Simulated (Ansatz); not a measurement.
```yaml
crystal:
  periodic: [false, false, false]
  atoms:
    - {symbol: Al, position_ang: [0.785977, 1.369340, 0.014275]}
    - {symbol: H, position_ang: [2.563790, 1.389297, 0.037372]}
    - {symbol: H, position_ang: [-0.088402, 2.916226, -0.049688]}
    - {symbol: Si, position_ang: [-0.585291, -1.016217, 0.021119]}
    - {symbol: H, position_ang: [-2.095127, -0.893533, 0.720744]}
    - {symbol: H, position_ang: [0.240701, -2.233768, 0.808267]}
    - {symbol: H, position_ang: [-0.821649, -1.531334, -1.552088]}
basis:
  gaussian: {orbitals: "6-31G*"}
hamiltonian: {xc: {name: rPW86-PBE}, dispersion: rvv10}
output: {forces: true}
```

```sh
$ ansatz run in.yaml --threads 4 --pin off --events-out ev --progress --plain --max-ram 3916MiB
```

Output, abridged:

```
Functional definition: rPW86-PBE+rVV10
490 factors; integrals over basis functions are off by at most 8.7e-4 eV
mean field evaluation 1: about -14564.6117 eV, gradient 1.5e1 eV
mean field evaluation 2: about -14564.8493 eV, gradient 1.3e1 eV
mean field evaluation 4: about -14565.6451 eV, gradient 5.7e-1 eV
mean field evaluation 8: about -14565.6360 eV, gradient 1.1e-2 eV
mean field -14565.63601541 eV, -535.2772506236 hartree, gradient 4.5e-6 eV, S^2 0.000000; 0 other end points of the search recorded, 0 dependent functions left out
reference -14565.63613795 eV, -535.2772551269 hartree; 16, 16 occupied and 32, 32 virtual orbitals, 490 factors
Total energy: -14565.63613795 eV, -535.2772551269 hartree
Atom 0 at     0.785977     1.369340     0.014275 Å, force     0.101604     0.172177    -0.027953 eV/Å
Atom 1 at     2.563790     1.389297     0.037372 Å, force    -1.582438    -0.027629    -0.017459 eV/Å
Atom 2 at    -0.088402     2.916226    -0.049688 Å, force     0.769145    -1.382106     0.059777 eV/Å
Atom 3 at    -0.585291    -1.016217     0.021119 Å, force    -0.342885    -0.608251    -0.114737 eV/Å
Atom 4 at    -2.095127    -0.893533     0.720744 Å, force     1.777582    -0.158029    -0.818356 eV/Å
Atom 5 at     0.240701    -2.233768     0.808267 Å, force    -0.984819     1.426452    -0.921677 eV/Å
Atom 6 at    -0.821649    -1.531334    -1.552088 Å, force     0.261811     0.577386     1.840405 eV/Å
Dipole moment:     0.057889     0.102231     0.012100 e Å
```

Hardware: 4 threads of AMD EPYC 9B14 on a shared host. Wall time 0.85 s.

The 6-31G sets use Cartesian d functions.
